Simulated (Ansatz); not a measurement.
# SiClO (quartet): wave-function methods side by side, cc-pVDZ

How much of the correlation energy of SiClO (quartet) does each wave-function method recover here?

Program: Ansatz 0.2.0, Gaussian basis. Level of theory: cc-pVDZ, core rule «outside noble gas», up to 11 orbitals frozen. These are calculated values, not measurements.

To be run: UHF; CCSD(T) on ROHF; CCSD(T) on UHF; BCCD(T) on ROHF; CISD as a restricted active space (open shells left free, so some higher excitations enter); CCSDT(Q) on ROHF; CCSDT(Q) on UHF.

31 further runs of the same task are left out: 6 for a known fault of the program, 11 that didn't finish, 14 set aside as unsound or not needed. Runs told in other sessions of the task aren't counted.

## Step 1: The system

The geometry is a PBE0/def2-TZVP stationary point (not a proven minimum).

3 atoms, charge 0, spin multiplicity 4.

Atoms are counted from 1 here; the program's logs count them from 0.

Bond lengths: Cl1–Si2 2.047 Å, Si2–O3 1.723 Å. Angles: Cl1–Si2–O3 117.5°.

## Step 2: UHF

File in.yaml:

```yaml
crystal:
  periodic: [false, false, false]
  atoms:
    - {symbol: Cl, position_ang: [0.000000, -0.182593, 1.317915]}
    - {symbol: Si, position_ang: [0.000000, 0.559430, -0.589798]}
    - {symbol: O, position_ang: [0.000000, -0.577421, -1.885025]}
basis:
  gaussian: {orbitals: cc-pVDZ}
magnetization: {spin_polarized: true, initial_magnetization: 3}
hamiltonian: {xc: hf}
output: {orbitals: {seedname: orbitals}}
```

Started as:

```sh
ansatz run in.yaml --threads 1 --pin off --events-out ev --progress --plain --max-ram 2393MiB
```

After this run come: CCSD(T) on ROHF; CCSD(T) on UHF; BCCD(T) on ROHF; CISD as a restricted active space (open shells left free, so some higher excitations enter); CCSDT(Q) on ROHF; CCSDT(Q) on UHF.

Before running them: what should the planned runs give, taken together? Wanted: UCCSDT(Q) from the RHF energy; RMP2 from UCCSDT(Q); UMP2 from UCCSDT(Q); RCCSD from UCCSDT(Q); RCCSD(T) from UCCSDT(Q); UCCSD(T) from UCCSDT(Q); RCCSDT(Q) from UCCSDT(Q); T1 diagnostic.

As calculated:

```
                         quantity                      value
    UCCSDT(Q) from the ROHF energy                -10.1453 eV
              RMP2 from UCCSDT(Q)              +109.8 kJ/mol
              UMP2 from UCCSDT(Q)              +109.4 kJ/mol
             RCCSD from UCCSDT(Q)               +28.3 kJ/mol
          RCCSD(T) from UCCSDT(Q)                +5.8 kJ/mol
          UCCSD(T) from UCCSDT(Q)                +5.7 kJ/mol
         RCCSDT(Q) from UCCSDT(Q)                +0.4 kJ/mol
levels within 1 kcal/mol (43 meV)  RCCSDT, UCCSDT, RCCSDT(Q)
                    T1 diagnostic                      0.025
```

In words: RCCSD(T) misses by +5.8 kJ/mol, 0.6 % of the correlation energy. These misses are within one basis, not against nature; the frozen cores of restricted and unrestricted runs differ, which can shift their rows.

With open shells the CI space here admits some higher excitations, so it is larger than plain CISD.
